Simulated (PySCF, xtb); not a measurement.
Homolysis of single bonds, series B F-Br. Isolated molecules, 0 K electronic values unless said otherwise. Strings in code marks are SMILES.

Quantity: homolytic bond dissociation enthalpy at 298 K (no spin–orbit term), in kcal/mol. Enthalpy corrections at 298 K come from GFN2-xTB frequencies (xtb).

Level 1: B3LYP-D3(BJ)/def2-TZVP // PBE0-D4/def2-TZVP (PySCF)
Level 2: PBE-D3(BJ)/def2-TZVP // PBE0-D4/def2-TZVP (PySCF)
Level 3: HF/3-21G // PBE0-D4/def2-TZVP (PySCF)
Level 4: HF/6-31G* // PBE0-D4/def2-TZVP (PySCF)

```
species                                                level 1  level 2  level 3  level 4
-----------------------------------------------------  -------  -------  -------  -------
B–Br bond of `FB(Br)Br`, giving `F[B]Br` and `[Br]`      100.5    104.4     68.0     74.8
F–B bond of `FB(F)F`, giving `F[B]F` and `[F]`           167.0    169.6    129.6    133.8
F–B bond of `FB(F)Br`, giving `F[B]Br` and `[F]`         163.9    167.2    123.5    128.6
B–Br bond of `FB(F)Br`, giving `F[B]F` and `[Br]`        102.8    106.4     71.5     79.1
Br–B bond of `BrB(Br)Br`, giving `Br[B]Br` and `[Br]`     98.6    102.6     66.3     70.9
F–B bond of `FB(Br)Br`, giving `Br[B]Br` and `[F]`       160.4    164.1    118.3    122.6
```
